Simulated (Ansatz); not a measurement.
C3H5FO, SMILES `C[C@H]1O[C@H]1F`. The species carries charge 0 and has multiplicity 1. All single points use the PBE0-D4/def2-TZVP geometry.

```xyz
10

C    -0.966   -0.330    0.720
C     0.041    0.562    0.072
O     1.432    0.311    0.378
C     0.998    0.065   -0.903
F     0.956   -1.240   -1.265
H    -1.940   -0.198    0.242
H    -0.674   -1.376    0.636
H    -1.072   -0.078    1.778
H    -0.203    1.623    0.044
H     1.429    0.661   -1.703
```

Task: What is the dipole moment at PBE/def2-TZVPP? (Best estimate.)

Result: Computed: 2.05 D, with components (-1.55, 1.29, -0.38) D in this frame, pointing from negative to positive charge.

Task: And with r2SCAN, B3LYP, ωB97M-V? (An estimate is asked.)

Result: Computed: r2SCAN 2.14 D, B3LYP 2.23 D, ωB97M-V 2.23 D.

Task: Give the Mulliken charges with PBE, r2SCAN, ωB97M-V in def2-TZVPP. (An estimate is asked.)

Result: Computed: 
```csv
atom,PBE,r2SCAN,ωB97M-V
C1,-0.21,-0.11,-0.26
C2,0.06,0.13,0.06
O3,-0.26,-0.32,-0.31
C4,0.17,0.26,0.22
F5,-0.18,-0.22,-0.21
H6,0.07,0.04,0.09
H7,0.09,0.06,0.10
H8,0.09,0.05,0.11
H9,0.08,0.05,0.10
H10,0.08,0.06,0.10
```

B3LYP here is the variant with VWN-RPA as its local correlation; programs differ in this.
